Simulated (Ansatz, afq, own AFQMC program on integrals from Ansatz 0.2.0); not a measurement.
**AFQMC, coupled cluster and functionals along a coordinate of CH3Al, singlet**

```yaml
atoms:
  - { symbol: Al, position_ang: [-0.7408, 0.0064, 0.0050] }
  - { symbol: C, position_ang: [1.2474, -0.0108, -0.0084] }
  - { symbol: H, position_ang: [1.6463, -1.0338, -0.0061] }
  - { symbol: H, position_ang: [1.6655, 0.4997, 0.8692] }
  - { symbol: H, position_ang: [1.6535, 0.4910, -0.8966] }
```

The Al1–C2 distance is changed with both sides rigid. Energies in kJ/mol count from this geometry (1.988 Å) at the same level; the start stands on RHF, each point on the determinant named.

Basis cc-pVDZ. Noble-gas cores (and the filled d shells of Ga–Kr and In–Xe) are frozen. Ansatz 0.2.0 and our own AFQMC program on the same integrals; the CISD trial comes from CCSD amplitudes, and released means the phaseless constraint is let go. ± is one standard error of the sampling.

Cautions, each for one point or more: CCSDT(Q) on the RHF determinant differs, by its state or its frozen core; higher spins were not checked; restricted determinant unstable towards unrestricted; strong correlation; the search met a lower determinant of the same kind, perhaps of another symmetry, and this one is a saddle point; unrestricted determinant spin contaminated; walk and cluster series may follow different spin states.

```csv
r(Al1–C2) / Å,det.,T1,weight,⟨S²⟩,CCSD(T),ph-AFQMC/CISD,released AFQMC,CCSDT(Q),wB97M-V,CCSD
1.591,RHF,0.011,0.87,pure,198.5,198.6 ± 1.4,197.2 ± 1.9,198.6,184.5,198.7
2.461,RHF,0.012,0.86,pure,57.0,50.6 ± 2.4,55.4 ± 2.1,56.4,64.2,58.6
3.141,RHF,0.022,0.83,pure,188.1,186.3 ± 2.1,185.4 ± 2.4*,185.7,211.3,195.7
4.303,UHF¶,0.018,0.87,0.99,297.1,287.4 ± 1.8,286.7 ± 1.9*,289.9,331.1§,291.4
6.773,UHF‡¶,0.010,0.88,1.02,302.9,302.5 ± 1.4,303.6 ± 1.8*,303.2,346.0§,296.2
```

Weight is that of the determinant in the CISD state; at the start T1 is 0.011 and the weight 0.87. ¶ marks points with a poor determinant and no full CI, where no value is sure; they don't count among the departures. An asterisk marks released energies that aren't shown to be converged. A double dagger marks points where the walks on two determinants ended up to 51.8 kJ/mol apart; the lower is shown. Symmetry can't show for every point that it stays on the start's state. § marks a functional whose ⟨S²⟩ is too high by over 0.1. Largest departures from CCSDT(Q), at the points where its series has closed: CCSD(T) 2.4 kJ/mol at 3.141 (on RHF), ph-AFQMC/CISD -5.9 kJ/mol at 2.461 (on RHF), released AFQMC -1.3 kJ/mol at 1.591 (on RHF) (within the noise), wB97M-V 25.6 kJ/mol at 3.141, CCSD 10.0 kJ/mol at 3.141 (on RHF). Functionals count only at points shown to share the start's state and spin. In this small basis the wave-function levels are far from their limit, so their gap to the functionals isn't the functionals' error.

Some points may be missing: those where a free walk finds a much lower state, and past Zn most of those on another determinant than at the start.

A walk keeps the symmetry of its determinant, which the program's search chose and which needn't be the lowest solution, so a lower state of the same spin and another symmetry isn't excluded.
